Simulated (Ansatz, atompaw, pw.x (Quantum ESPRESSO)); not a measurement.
# From atom to crystal: PAW (atompaw) potential for tantalum

atompaw 4.2.0.5 input, output lines left out:

```
Ta 73
LDA-PW scalarrelativistic loggrid 2001 logderivrange -7 5 301
6 6 5 4 0 0
6 0 1.5
6 1 0.5
5 2 3
0 0 0
c
c
c
c
v
v
c
c
c
v
v
c
c
v
c
3
2.80 2.10 2.15 1.60
n
n
y
0.25
n
y
0.3
n
custom rrkj vanderbiltortho besselshape
bessel
1.30
2.80
1.40
2.80
2.02
2.80
2.80
```

Atomic tests: cutoffs needed: 40 Ry and 80 Ry (the cutoffs (Ry, on a coarse ladder) from which the occupation-weighted sum of valence levels, in a spherical-Bessel basis at the reference potential, stays within 10 and 1 mRy of its value at 400 Ry); ghost test: no extra level below or beside the all-electron valence levels (s, p, d, f tested) (spherical-Bessel basis up to 400 Ry, 20 bohr box); lowest eigenvalue of the overlap operator: 0.33 (d channel).

Crystal test: bcc Ta in pw.x 7.5, no spin, 14³ k-points, Fermi–Dirac smearing 0.01 Ry, cutoffs 100/900 Ry. The reference is all-electron LAPW (Ansatz 0.2.0) with the same functional, mesh and smearing; V0 and B0 come from Birch–Murnaghan fits to the pressures at five volumes. Errors are pseudo minus all-electron; Δ is the rms difference of the E(V) curves that follow from these fits, minima aligned, over ±6 % about the mean V0. Mesh and smearing are coarse, so the numbers serve the comparison and aren't converged zero-temperature values; the lattice is a test structure that the element need not adopt.

```
V (Å³/atom)  P all-electron (GPa)  P pseudo (GPa)
     16.272                 13.97           12.18
     16.700                  7.30            5.64
     17.128                  1.38           -0.17
     17.556                 -3.88           -5.35
     17.984                 -8.54           -9.92
```

All-electron: a0 = 3.255 Å (V0 = 17.24 Å³/atom), B0 = 217.7 GPa.

Pseudopotential: mean pressure error (GPa): -1.57; a0 (Å): 3.247; a0 error (%): -0.24; B0 error (%): +0.9; Δ (meV/atom): 5.8. The largest radius (2.80 bohr) exceeds half the bond length (2.66 bohr), so the spheres overlap, which is one possible source of error among others.

**Question.** At the middle volume, how do free energy and pressure move when the wave cutoff is lowered (ecutrho held at 900 Ry)?

**Answer.**

```tsv
cutoff (Ry)	shift of F (meV/atom)	shift of P (GPa)
45	+29.3	-0.82
60	+19.9	-0.28
80	+2.7	-0.21
```

The run at the middle volume (104 k-points, 9 iterations) took about 50 s on one core of a shared host (AMD EPYC 7R43 64-Core Processor, 256 threads, 1004 GiB, load 35).
